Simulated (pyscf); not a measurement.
This saddle point was located with ωB97X-D3(BJ)/def2-SVP in PySCF.

```
Si
O 1 1.6647
H 2 0.9660 1 110.26
H 1 1.4847 2 126.18 3 66.32
H 1 1.5026 4 103.72 2 -111.99
N 1 1.8894 4 108.22 5 -104.11
H 6 1.0218 1 113.50 4 -179.61
H 6 1.0224 7 109.91 1 135.35
H 6 1.1932 7 111.21 8 139.72
H 9 1.1837 6 138.10 7 101.95
```

Surface: singlet, charge 0. Lowest wavenumbers (cm⁻¹): 1330i, 173, 262, 473, 576.

**Question.** What reaction is this the transition state of?

**Answer.** HO–SiH₃ (SMILES O[SiH3]) + NH₃ (SMILES N) ⇌ H₂N–SiH₂–OH (SMILES N[SiH2]O) + H₂ (SMILES [H][H]), a four-centre exchange read from left to right: H–Si, H–N broken and N–Si, H–H formed. At ωB97M-D3(BJ)/def2-TZVP it lies +1.49 eV from the left side and +1.99 eV from the right (each side as separated species at their lowest minima found). On the reactant side the descent ends in a complex, 0.23 eV under the separated species and 1.73 eV under the saddle at ωB97X-D3(BJ)/def2-TZVP. At the saddle there is also a short H–Si contact that neither side keeps. The same reactants have a lower exit, to HO–SiH₃ + NH₃ (barrier +1.17 eV at ωB97M-D3(BJ)/def2-TZVP, against +1.49 eV here). One saddle was located; it need not be the lowest between these sides.
